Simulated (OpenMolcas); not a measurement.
# BNH3 (SMILES B[NH]): a chain of runs

We compute the energy (UHF/STO-3G), then the energy (CASSCF(3,3)/STO-3G), then the energy (CASPT2(3,3)/STO-3G), then the energy (SC-NEVPT2(3,3)/STO-3G), then the energy (MRCI(3,3)/STO-3G) of BNH3. 

Program for the calculation: OpenMolcas 26.06.

1 further run of the same task is left out (it didn't finish).

## Step 1: The system as given

The species is BNH3 (5 atoms), meant as a doublet with charge 0. SMILES: `B[NH]`. The B1–N2 distance was set to 2.657 Å, away from the relaxed value. At this shape a bond of the SMILES string is far longer than usual.

Bond lengths: B1–H3 1.210 Å, B1–H4 1.204 Å, N2–H5 0.999 Å. Angles: H3–B1–H4 119.9°. A long bond or contact: B1–N2 2.657 Å.

## Step 2: The energy at UHF/STO-3G (run 1)

The input, step1.input:

```
* BH3N Hartree-Fock
&GATEWAY
BASLIB = $CurrDir
BASISSET
B.STO-3G....
B1 -1.152777 -1.395372 -0.163398 angstrom
End of Basis
BASISSET
N.STO-3G....
N2 0.531200 0.655200 -0.019800 angstrom
End of Basis
BASISSET
H.STO-3G....
H3 -1.256777 -2.132672 0.790702 angstrom
H4 -1.806077 -1.598372 -1.153698 angstrom
H5 1.208400 1.321700 0.289300 angstrom
End of Basis
&SEWARD
&SCF
UHF
SPIN = 2
SCRAMBLE = 0.25
PRORBITALS = 1 1
```

The basis set STO-3G is read from a file made from the Basis Set Exchange's data (not shown).

Started as:

```console
$ export MOLCAS_MEM=1860
$ pymolcas step1.input > step1.log
```

Standard output:

```text
--- Start Module: gateway ---
[...]
--- Stop Module: gateway /rc=_RC_ALL_IS_WELL_ ---
--- Start Module: seward ---
[...]
      Basis functions           13
--- Stop Module: seward /rc=_RC_ALL_IS_WELL_ ---
--- Start Module: scf ---
[...]
       Convergence after  35 Iterations
[...]
::    Total SCF energy                                -79.6572923184
[...]
      Total spin, S                                     0.9164579117
[...]
      Total electronic charge=   15.000000
      Total            charge=   -0.000000
[...]
      Dipole Moment (debye):
      Origin of the operator (angstrom)=   -0.2540   -0.3073   -0.0767
                   X=  1.1672E+00               Y=  1.1984E+00               Z=  4.5368E-01           Total=  1.7333E+00
      Quadrupole Moment (debye*angstrom):
[...]
--- Stop Module: scf /rc=_RC_ALL_IS_WELL_ ---
[...]
```

Run time: 2.2 s. Hardware: 1 thread of Arm Neoverse V1, shared host; peak memory 0.37 GiB.

## Step 3: The energy at CASSCF(3,3)/STO-3G (run 2)

The input, step2.inp:

```
* BH3N CASSCF

&GATEWAY
 BasLib
 $CurrDir
 BasisSet
 B.STO-3G....
 B1 -1.152777 -1.395372 -0.163398 angstrom
 End of Basis
 BasisSet
 N.STO-3G....
 N2 0.531200 0.655200 -0.019800 angstrom
 End of Basis
 BasisSet
 H.STO-3G....
 H3 -1.256777 -2.132672 0.790702 angstrom
 H4 -1.806077 -1.598372 -1.153698 angstrom
 H5 1.208400 1.321700 0.289300 angstrom
 End of Basis

&SEWARD

&RASSCF
 FileOrb
 $CurrDir/step1.UnaOrb
 Spin
 2
 Nactel
 3 0 0
 Inactive
 6
 Ras2
 3
 OrbListing
 Nothing
 OrbAppear
 Compact
```

The basis set STO-3G is read from a file made from the Basis Set Exchange's data (not shown).

Started as:

```console
$ export MOLCAS_MEM=1860
$ pymolcas step2.inp > step2.log
```

Standard output:

```text
--- Start Module: gateway ---
[...]
--- Stop Module: gateway /rc=_RC_ALL_IS_WELL_ ---
--- Start Module: seward ---
[...]
      Basis functions           13
--- Stop Module: seward /rc=_RC_ALL_IS_WELL_ ---
--- Start Module: rasscf ---
[...]
      Number of active orbitals                  3
[...]
      Spin quantum number                      0.5
[...]
      Active orbitals                            3
[...]
      Number of CSFs                             8
[...]
      Number of root(s) required                 1
[...]
      Convergence after 11 iterations
[...]
      printout of CI-coefficients larger than  0.05 for root  1
      energy=     -79.652128
      conf/sym  111     Coeff  Weight
             1  2u0  -0.66641 0.44410
             4  udu  -0.42000 0.17640
             6  uud  -0.24249 0.05880
             8  0u2  -0.56630 0.32070
      Natural orbitals and occupation numbers for root  1
      sym 1:   1.123406   1.000000   0.876594
      ************************************************************************************************************************
      *                                                    Final results                                                     *
[...]
::    RASSCF root number  1 Total energy:    -79.65212791
[...]
      Total electronic charge=   15.000000
      Total            charge=   -0.000000
[...]
      Dipole Moment (debye):
      Origin of the operator (angstrom)=   -0.2540   -0.3073   -0.0767
                   X=  1.1301E+00               Y=  1.1398E+00               Z=  4.7154E-01           Total=  1.6729E+00
      Quadrupole Moment (debye*angstrom):
[...]
--- Stop Module: rasscf /rc=_RC_ALL_IS_WELL_ ---
[...]
```

It took 1.8 s on 1 thread of Arm Neoverse V1, shared host; peak memory 0.37 GiB.

## Step 4: A single-point energy at CASPT2(3,3)/STO-3G (run 3)

The input, step3.input:

```
* BH3N CASPT2
&GATEWAY
BASLIB
$CurrDir
BASISSET
B.STO-3G....
B1 -1.152777 -1.395372 -0.163398 angstrom
End of Basis
BASISSET
N.STO-3G....
N2 0.531200 0.655200 -0.019800 angstrom
End of Basis
BASISSET
H.STO-3G....
H3 -1.256777 -2.132672 0.790702 angstrom
H4 -1.806077 -1.598372 -1.153698 angstrom
H5 1.208400 1.321700 0.289300 angstrom
End of Basis
&SEWARD
&RASSCF
FILEORB
$CurrDir/step2.RasOrb
SPIN
2
NACTEL
3 0 0
INACTIVE
6
RAS2
3
ORBLISTING
Nothing
ORBAPPEAR
Compact
&CASPT2
IMAGINARY
0.1
FROZEN
2
```

The basis set STO-3G is read from a file made from the Basis Set Exchange's data (not shown).

Started as:

```console
$ export MOLCAS_MEM=1860
$ pymolcas step3.input > step3.log
```

Standard output:

```text
--- Start Module: gateway ---
[...]
--- Stop Module: gateway /rc=_RC_ALL_IS_WELL_ ---
[...]
      Basis functions           13
[...]
--- Start Module: rasscf ---
[...]
      Number of active orbitals                  3
[...]
      Spin quantum number                      0.5
[...]
      Active orbitals                            3
[...]
      Number of CSFs                             8
[...]
      Number of root(s) required                 1
[...]
      Convergence after  4 iterations
[...]
      printout of CI-coefficients larger than  0.05 for root  1
      energy=     -79.652128
      conf/sym  111     Coeff  Weight
             1  2u0  -0.66641 0.44410
             4  udu  -0.42000 0.17640
             6  uud  -0.24249 0.05880
             8  0u2  -0.56630 0.32070
      Natural orbitals and occupation numbers for root  1
      sym 1:   1.123407   1.000000   0.876593
      ************************************************************************************************************************
      *                                                    Final results                                                     *
[...]
::    RASSCF root number  1 Total energy:    -79.65212791
[...]
      Total electronic charge=   15.000000
      Total            charge=   -0.000000
[...]
      Dipole Moment (debye):
      Origin of the operator (angstrom)=   -0.2540   -0.3073   -0.0767
                   X=  1.1301E+00               Y=  1.1398E+00               Z=  4.7154E-01           Total=  1.6729E+00
      Quadrupole Moment (debye*angstrom):
[...]
--- Stop Module: rasscf /rc=_RC_ALL_IS_WELL_ ---
--- Start Module: caspt2 ---
[...]
 ###    WARNING: User changed nr of frozen orbitals.                         ###
 ###############################################################################
[...]
      E2 (Variational):          -0.0420153964
      Total energy:             -79.6941433091
[...]
      Reference weight:           0.98194
[...]
::    CASPT2 Root  1     Total energy:    -79.69414331
[...]
--- Stop Module: caspt2 /rc=_RC_ALL_IS_WELL_ ---
[...]
```

Wall time 1.8 s (1 thread of Arm Neoverse V1, shared host); peak memory 0.37 GiB.

## Step 5: The energy at SC-NEVPT2(3,3)/STO-3G (run 4)

The input, step4.inp:

```
&GATEWAY
 BasLib=$CurrDir
 BasisSet
 B.STO-3G....
 B1 -1.152777 -1.395372 -0.163398 angstrom
 End of Basis
 BasisSet
 N.STO-3G....
 N2 0.531200 0.655200 -0.019800 angstrom
 End of Basis
 BasisSet
 H.STO-3G....
 H3 -1.256777 -2.132672 0.790702 angstrom
 H4 -1.806077 -1.598372 -1.153698 angstrom
 H5 1.208400 1.321700 0.289300 angstrom
 End of Basis

&SEWARD

&RASSCF
 FileOrb=$CurrDir/step2.RasOrb
 Spin=2
 Nactel=3 0 0
 Inactive=6
 Ras2=3
 OrbListing=Nothing
 OrbAppear=Compact

&CASPT2
 SC-NEVPT2
 Frozen=2
```

The basis set STO-3G is read from a file made from the Basis Set Exchange's data (not shown).

Started as:

```console
$ export MOLCAS_MEM=1860
$ pymolcas step4.inp > step4.log
```

Standard output:

```text
--- Start Module: gateway ---
[...]
--- Stop Module: gateway /rc=_RC_ALL_IS_WELL_ ---
[...]
      Basis functions           13
[...]
--- Start Module: rasscf ---
[...]
      Number of active orbitals                  3
[...]
      Spin quantum number                      0.5
[...]
      Active orbitals                            3
[...]
      Number of CSFs                             8
[...]
      Number of root(s) required                 1
[...]
      Convergence after  4 iterations
[...]
      printout of CI-coefficients larger than  0.05 for root  1
      energy=     -79.652128
      conf/sym  111     Coeff  Weight
             1  2u0  -0.66641 0.44410
             4  udu  -0.42000 0.17640
             6  uud  -0.24249 0.05880
             8  0u2  -0.56630 0.32070
      Natural orbitals and occupation numbers for root  1
      sym 1:   1.123407   1.000000   0.876593
      ************************************************************************************************************************
      *                                                    Final results                                                     *
[...]
::    RASSCF root number  1 Total energy:    -79.65212791
[...]
      Total electronic charge=   15.000000
      Total            charge=   -0.000000
[...]
      Dipole Moment (debye):
      Origin of the operator (angstrom)=   -0.2540   -0.3073   -0.0767
                   X=  1.1301E+00               Y=  1.1398E+00               Z=  4.7154E-01           Total=  1.6729E+00
      Quadrupole Moment (debye*angstrom):
[...]
--- Stop Module: rasscf /rc=_RC_ALL_IS_WELL_ ---
--- Start Module: caspt2 ---
[...]
 ###    WARNING: User changed nr of frozen orbitals.                         ###
 ###############################################################################
[...]
      E2 (Variational):          -0.0421115826
[...]
      E2 (Variational):          -0.0421022351
      Total energy:             -79.6942301478
[...]
      Reference weight:           0.98176
[...]
::    SC-NEVPT2 Root  1     Total energy:    -79.69423015
[...]
--- Stop Module: caspt2 /rc=_RC_ALL_IS_WELL_ ---
[...]
```

Wall time 1.8 s (1 thread of Arm Neoverse V1, shared host); peak memory 0.37 GiB.

## Step 6: The energy at MRCI(3,3)/STO-3G (run 5)

The input, step5.inp:

```
&GATEWAY
  BasLib
  $CurrDir
  BasisSet
  B.STO-3G....
  B1 -1.152777 -1.395372 -0.163398 angstrom
  End of Basis
  BasisSet
  N.STO-3G....
  N2 0.531200 0.655200 -0.019800 angstrom
  End of Basis
  BasisSet
  H.STO-3G....
  H3 -1.256777 -2.132672 0.790702 angstrom
  H4 -1.806077 -1.598372 -1.153698 angstrom
  H5 1.208400 1.321700 0.289300 angstrom
  End of Basis

&SEWARD

&RASSCF
  FileOrb
  $CurrDir/step2.RasOrb
  Spin
  2
  Nactel
  3 0 0
  Inactive
  6
  Ras2
  3
  OrbListing
  Nothing
  OrbAppear
  Compact

&MOTRA
  LumOrb
  Frozen
  2

&GUGA
  Electrons
  11
  Spin
  2
  Inactive
  4
  Active
  3
  CIAll
  1

&MRCI
  SDCI
```

The basis set STO-3G is read from a file made from the Basis Set Exchange's data (not shown).

Started as:

```console
$ export MOLCAS_MEM=1860
$ pymolcas step5.inp > step5.log
```

Standard output:

```text
--- Start Module: gateway ---
[...]
--- Stop Module: gateway /rc=_RC_ALL_IS_WELL_ ---
[...]
      Basis functions           13
[...]
      Number of active orbitals                  3
[...]
      Spin quantum number                      0.5
[...]
      Active orbitals                            3
[...]
      Number of CSFs                             8
[...]
      Number of root(s) required                 1
[...]
      Convergence after  4 iterations
[...]
      printout of CI-coefficients larger than  0.05 for root  1
      energy=     -79.652128
      conf/sym  111     Coeff  Weight
             1  2u0  -0.66641 0.44410
             4  udu  -0.42000 0.17640
             6  uud  -0.24249 0.05880
             8  0u2  -0.56630 0.32070
      Natural orbitals and occupation numbers for root  1
      sym 1:   1.123407   1.000000   0.876593
      ************************************************************************************************************************
      *                                                    Final results                                                     *
[...]
::    RASSCF root number  1 Total energy:    -79.65212791
[...]
      Dipole Moment (debye):
      Origin of the operator (angstrom)=   -0.2540   -0.3073   -0.0767
                   X=  1.1301E+00               Y=  1.1398E+00               Z=  4.7154E-01           Total=  1.6729E+00
      Quadrupole Moment (debye*angstrom):
[...]
      *** WARNING: Default frozen orbitals is overwritten by user input.
      *** Default values:   2
[...]
--- Start Module: guga ---
[...]
--- Stop Module: guga /rc=_RC_ALL_IS_WELL_ ---
--- Start Module: mrci ---
[...]
       (But an ACPF correction will be computed)
       USE THE DEFAULT ACPF G-VALUE GFAC=  0.18181818181818182
[...]
                      CI ENERGY:   -79.71481229
[...]
                ACPF CORRECTION:    -0.00219414
[...]
      Total electronic charge=   15.000000
      Total            charge=    0.000000
[...]
     ACPF CORRECTION:     -0.00219414
[...]
  CI State   1     Total energy:    -79.71481229     QDav:     -0.00270275     QACPF:     -0.00219414
[...]
--- Stop Module: mrci /rc=_RC_ALL_IS_WELL_ ---
[...]
```

Run time: 2 s. Hardware: 1 thread of Arm Neoverse V1, shared host; peak memory 0.37 GiB.

## Step 7: Summary of results

```
                                                    quantity         value
                             run 1, UHF/STO-3G: total energy  -79.65729 Eh
                            run 1, UHF/STO-3G: dipole moment        1.73 D
       run 1, UHF/STO-3G: HOMO energy (highest over α and β)      -7.00 eV
        run 1, UHF/STO-3G: LUMO energy (lowest over α and β)       6.91 eV
                                     run 1, UHF/STO-3G: ⟨S²⟩         1.756
                     run 2, CASSCF(3,3)/STO-3G: total energy  -79.65213 Eh
   run 2, CASSCF(3,3)/STO-3G: dipole moment (CASSCF density)        1.67 D
                     run 3, CASPT2(3,3)/STO-3G: total energy  -79.69414 Eh
   run 3, CASPT2(3,3)/STO-3G: dipole moment (CASSCF density)        1.67 D
                  run 4, SC-NEVPT2(3,3)/STO-3G: total energy  -79.69423 Eh
run 4, SC-NEVPT2(3,3)/STO-3G: dipole moment (CASSCF density)        1.67 D
                       run 5, MRCI(3,3)/STO-3G: total energy  -79.71481 Eh
     run 5, MRCI(3,3)/STO-3G: dipole moment (CASSCF density)        1.67 D
```

In words: ⟨S²⟩ (run 1, UHF/STO-3G) is 1.76 where a pure doublet has 0.75: the reference is spin-contaminated. Mulliken charges (run 2, CASSCF(3,3)/STO-3G) run from -0.12 on N2 to +0.17 on B1; they depend strongly on the basis. Mulliken charges (run 4, SC-NEVPT2(3,3)/STO-3G) of the CASSCF density run from -0.12 on N2 to +0.17 on B1. Mulliken charges (run 5, MRCI(3,3)/STO-3G) of the CASSCF density run from -0.12 on N2 to +0.17 on B1; they depend strongly on the basis.
